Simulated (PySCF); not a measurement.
## Simulated absorption spectrum

C3H6NP.
Bonds: C1–P2, P2–C3, C3–C4, C4–N5 (triple). Hydrogens: H6, H7, H8 on C1; H9 on P2; H10, H11 on C3.

Theory: PySCF, TDDFT CAM-B3LYP/def2-SVPD, vertical, gas phase, core orbitals frozen in the response. The structure is a single GFN2-xTB conformer in the gas phase; no vibrational or solvent corrections. Torsions of this conformer, `[CH3:1][PH:2][CH2:3][C:4]#[N:5]`: C1–P2–C3–C4 -55°.

Computed states:

```
state  E (eV)       f
   S1    6.51   0.079
   S2    6.68   0.078
   S3    7.08   0.106
   S4    7.53   0.029
   S5    7.88  0.0036
   S6    8.00   0.015
   S7    8.02   0.019
   S8    8.27   0.015
```

Broadening: Gaussians 0.4 eV wide at half height, area fixed by f = 4.319×10⁻⁹ ∫ε dν̃. The width is an assumption, not a result. The curve ends short of the highest state used, and states not computed would add to its high-energy end.

(1) What does the envelope look like, and where are its maxima?

(2) Coming from long wavelengths, where does ε first pass 100 L mol⁻¹ cm⁻¹?

(3) On this curve, what absorbance would a 10⁻³ mol/L sample give at 193 nm over a 1 cm path?

Results:

(1) 
(E (eV), ε (L mol⁻¹ cm⁻¹)): (5.91, 11), (5.94, 20), (5.97, 36), (6.01, 74), (6.04, 122), (6.07, 198), (6.10, 310), (6.13, 472), (6.16, 697), (6.20, 1121), (6.23, 1549), (6.26, 2080), (6.29, 2717), (6.32, 3453), (6.36, 4557), (6.39, 5443), (6.42, 6336), (6.45, 7193), (6.48, 7968), (6.52, 8801), (6.55, 9231), (6.58, 9472), (6.61, 9517), (6.64, 9378), (6.68, 8959), (6.71, 8525), (6.74, 8050), (6.77, 7591), (6.80, 7201), (6.84, 6857), (6.87, 6760), (6.90, 6796), (6.93, 6942), (6.96, 7152), (7.00, 7435), (7.03, 7576), (7.06, 7600), (7.09, 7476), (7.12, 7193), (7.16, 6591), (7.19, 6014), (7.22, 5380), (7.25, 4740), (7.28, 4140), (7.32, 3460), (7.35, 3065), (7.38, 2771), (7.41, 2566), (7.44, 2432), (7.48, 2318), (7.51, 2253), (7.54, 2186), (7.57, 2107), (7.60, 2016), (7.63, 1920), (7.67, 1803)

Maxima: 188 nm (6.60 eV), ε about 9500, made up of S1 (48%) and S2 (50%); 176 nm (7.05 eV), ε about 7600, made up of S3 (93%) (ε in L mol⁻¹ cm⁻¹; maxima over ε = 5, shares over 10%).

(2) At about 206 nm (6.03 eV), 0.48 eV below S1.

(3) 193 nm is 6.424 eV, where ε is about 6500 L mol⁻¹ cm⁻¹, so A = ε c l ≈ 6.5 (Beer–Lambert, with the gas-phase spectrum and the assumed width).
